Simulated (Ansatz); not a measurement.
**AlSiH2 (quartet): wave-function methods side by side at distance Si1–Al2 = 1.966 Å, cc-pVDZ**

Aim: climb from Hartree-Fock through coupled cluster and multireference methods for AlSiH2 (quartet) at one geometry and basis, and see what each rung misses.

Computed with Ansatz 0.2.0, Gaussian basis. Level: cc-pVDZ, core rule «outside noble gas», up to 10 orbitals frozen.

Plan: UHF; CCSD(T) on ROHF; CCSD(T) on UHF; BCCD(T) on ROHF; CISD; CCSDT(Q) on ROHF; CCSDT(Q) on UHF; CASSCF and MRCISD+Q, 5 electrons in 5 orbitals; CASSCF and NEVPT2, 5 electrons in 5 orbitals.

36 further runs of the same task are left out: 14 for a known fault of the program, 14 that didn't finish, 8 set aside as unsound or not needed.

**1. The geometry**

The geometry derives from a PBE0/def2-TZVP stationary point (not a proven minimum). One bond is set to the value named and the two fragments are kept rigid.

4 atoms, charge 0, spin multiplicity 4.

Atoms are counted from 1 here; the program's logs count them from 0.

Bond lengths: Si1–Al2 1.966 Å, Al2–H3 1.583 Å, Al2–H4 1.583 Å. Angles: Si1–Al2–H3 117.4°, Si1–Al2–H4 117.4°, H3–Al2–H4 125.2°.

As a file:

```xyz
4
AlH2Si
Si    0.0000    0.0000    1.0244
Al    0.0000    0.0000   -0.9416
H     0.0000    1.4055   -1.6702
H     0.0000   -1.4055   -1.6702
```

**2. UHF**

The input, in.yaml:

```yaml
crystal:
  periodic: [false, false, false]
  atoms:
    - {symbol: Si, position_ang: [0.000000, 0.000000, 1.024436]}
    - {symbol: Al, position_ang: [0.000000, 0.000000, -0.941564]}
    - {symbol: H, position_ang: [0.000000, 1.405470, -1.670214]}
    - {symbol: H, position_ang: [0.000000, -1.405470, -1.670214]}
basis:
  gaussian: {orbitals: cc-pVDZ}
magnetization: {spin_polarized: true, initial_magnetization: 3}
hamiltonian: {xc: hf}
output: {orbitals: {seedname: orbitals}}
```

The run is started by

```
ansatz run in.yaml --threads 1 --pin off --events-out ev --progress --plain --max-ram 2393MiB
```

After this run come: CCSD(T) on ROHF; CCSD(T) on UHF; BCCD(T) on ROHF; CISD; CCSDT(Q) on ROHF; CCSDT(Q) on UHF; CASSCF and MRCISD+Q, 5 electrons in 5 orbitals; CASSCF and NEVPT2, 5 electrons in 5 orbitals.

Q: Predict the results of all the runs planned. Wanted: UCCSDT(Q) below the RHF energy; RMP2 from UCCSDT(Q); UMP2 from UCCSDT(Q); RCCSD from UCCSDT(Q); RCCSD(T) from UCCSDT(Q); UCCSD(T) from UCCSDT(Q); RCCSDT(Q) from UCCSDT(Q); NEVPT2 pair from UCCSDT(Q); MRCISD+Q pair from UCCSDT(Q).

As calculated:

| quantity | value |
| --- | --- |
| UCCSDT(Q) below the RHF energy | -4.2293 eV |
| RMP2 from UCCSDT(Q) | +100.9 kJ/mol |
| UMP2 from UCCSDT(Q) | +101.2 kJ/mol |
| RCCSD from UCCSDT(Q) | +13.6 kJ/mol |
| RCCSD(T) from UCCSDT(Q) | +3.4 kJ/mol |
| UCCSD(T) from UCCSDT(Q) | +3.4 kJ/mol |
| RCCSDT(Q) from UCCSDT(Q) | 0.0 kJ/mol |
| NEVPT2 pair from UCCSDT(Q) | +102.4 kJ/mol |
| MRCISD+Q pair from UCCSDT(Q) | +0.8 kJ/mol |
| levels within 1 kcal/mol (43 meV) | RCCSD(T), UCCSD(T), BCCD(T), RCCSDT, UCCSDT, RCCSDT(Q), MRCISD+Q pair |
| T1 diagnostic | 0.026 |

In words: RCCSD(T) lands +3.4 kJ/mol from the yardstick (0.8 % of the correlation energy). Of the multireference levels listed MRCISD+Q pair comes nearest in total energy (+0.8 kJ/mol), which doesn't show that its space is the better one. These misses are within one basis, not against nature; the frozen cores of restricted and unrestricted runs differ, which can shift their rows.
